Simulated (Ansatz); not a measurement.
Geometry optimisation, UKS BHLYP/6-31G* (Ansatz 0.2.0).

input.yaml

```yaml
crystal:
  periodic: [false, false, false]
  atoms:
    - { symbol: B, position_ang: [-0.004463, 0.00234, -0.082532] }
    - { symbol: H, position_ang: [0.012787, -0.00295, 1.107832] }
    - { symbol: H, position_ang: [1.049544, -0.003225, -0.635383] }
    - { symbol: C, position_ang: [-1.360681, 0.0046, -0.843651] }
    - { symbol: H, position_ang: [-1.929547, -0.892193, -0.58269] }
    - { symbol: H, position_ang: [-1.977699, 0.842779, -0.51074] }
    - { symbol: H, position_ang: [-1.263336, 0.048654, -1.925999] }
    - { symbol: F, position_ang: [-0.001206, -4.0e-06, 3.222463] }
magnetization:
  spin_polarized: true
  initial_magnetization: 1
basis:
  gaussian: { orbitals: "6-31G*" }
hamiltonian:
  xc: { name: BHLYP }
relax:
  f_tol: 0.03
  max_steps: 50
```

Run as:

```bash
$ ansatz run input.yaml --threads 1 --pin off --max-ram 2048MiB --backend cpu --events-out ev --progress --plain --runs-dir out
```

**Question.** Where does it end, and by what steps?

**Answer.** The forces met the threshold. The force dipped under the threshold on the way, but the program's further checks kept it going. After 30 steps the energy has fallen by 0.726 eV; H2 moved furthest, 0.81 Å. Parted: B1–H2 (1.19 → 2.01 Å). Joined: H2–F8 (2.11 → 0.94 Å).

| step | energy less start (eV) | largest force component (eV/Å) | accepted |
| --- | --- | --- | --- |
| 0 | 0.0000 | 0.204 | yes |
| 2 | -0.0255 | 0.145 | yes |
| 4 | -0.0924 | 0.824 | yes |
| 6 | -0.2901 | 1.799 | yes |
| 8 | -0.4890 | 1.341 | yes |
| 10 | -0.6843 | 0.464 | yes |
| 12 | -0.7174 | 0.112 | yes |
| 14 | -0.5919 | 2.152 | no |
| 16 | -0.7227 | 0.076 | yes |
| 18 | -0.7239 | 0.029 | yes |
| 20 | -0.7248 | 0.049 | yes |
| 22 | -0.7252 | 0.014 | yes |
| 24 | -0.7254 | 0.051 | yes |
| 26 | -0.7257 | 0.045 | yes |
| 28 | -0.7259 | 0.047 | yes |
| 30 | -0.7260 | 0.011 | yes |

```xyz
8
Properties=species:S:1:pos:R:3
B 0.003 0.164 -0.181
H 0.101 0.380 1.812
H 1.041 -0.314 -0.495
C -1.382 0.063 -0.844
H -1.760 -0.938 -0.612
H -2.121 0.777 -0.492
H -1.318 0.119 -1.932
F -0.038 -0.252 2.494
```

Run time: 67 s on 1 thread of Arm Neoverse V2, on a shared host, peak memory 0.14 GiB.
